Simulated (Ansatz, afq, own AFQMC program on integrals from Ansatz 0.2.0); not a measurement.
# Where AFQMC and coupled cluster stand for BNH₂, singlet

```xyz
4

B     0.0000    0.0000    0.9623
N     0.0000    0.0000   -0.5724
H     0.0000    0.9521   -1.1839
H     0.0000   -0.9521   -1.1839
```

Connectivity, by distances: B–NH2.

Basis cc-pVDZ. Noble-gas cores (and the filled d shells of Ga–Kr and In–Xe) are frozen. Integrals, coupled cluster, full CI and functionals: Ansatz 0.2.0; the random walks run on the same integrals in our own AFQMC program. The CISD trial takes its coefficients from CCSD amplitudes. Released means that phaseless walkers are propagated on without the constraint, phases kept. ± is one standard error of the sampling.

Determinant: UHF, the one that the program's search chose, which needn't be the lowest solution. The geometry is a point of a scan.

No full CI on the walks' own integrals is used here; CCSDT(Q) serves as the reference and is uncertain by about the last step of the cluster series.

Cautions: higher spins were not checked; an unrestricted solution with more broken spin lies lower (49 meV, ⟨S²⟩ 0.26), while this determinant keeps restricted orbitals; raised T1 diagnostic (T1 0.020, weight of the determinant 0.87, largest double 0.13).

```
T1 diagnostic                               : 0.0202
weight of the determinant in the CISD state : 0.867
⟨S²⟩ of the determinant                     : 0.000
size of the correlated space                : 10 electrons in 36 orbitals
```

| level | correlation energy (eV) |
| --- | --- |
| MP2 | -6.5832 |
| CCSD | -7.3509 |
| CCSD(T) | -7.5925 |

Problem. Estimate where AFQMC with the constraint released lies against CCSD(T) on the same integrals.

Solution. 19.8 ± 21.6 meV below CCSD(T). The gap is under twice the noise, so this walk alone can't tell the two apart.

Reference: CCSDT(Q), correlation energy -7.638 eV. The released energy is read at 2.40 1/Eh (meV from the phaseless value at times in 1/Eh: -17 ± 19 at 0.24, 0 ± 18 at 0.51, -27 ± 13 at 0.99, -16 ± 19 at 1.62, -5 ± 22 at 2.40).

```csv
level,E − E(reference) (meV),share of correlation (%)
CCSD(T),45.3,99.41
CCSDT,23.6,99.69
ph-AFQMC/CISD,30.5 ± 18.0,99.60
released AFQMC,25.5 ± 21.6,99.67
```

A walk keeps the symmetry of its determinant, which the program's search chose and which needn't be the lowest solution, so a lower state of the same spin and another symmetry isn't excluded. Released energies are given only where the last usable release times agree within the noise; a slower fall can still hide under it.
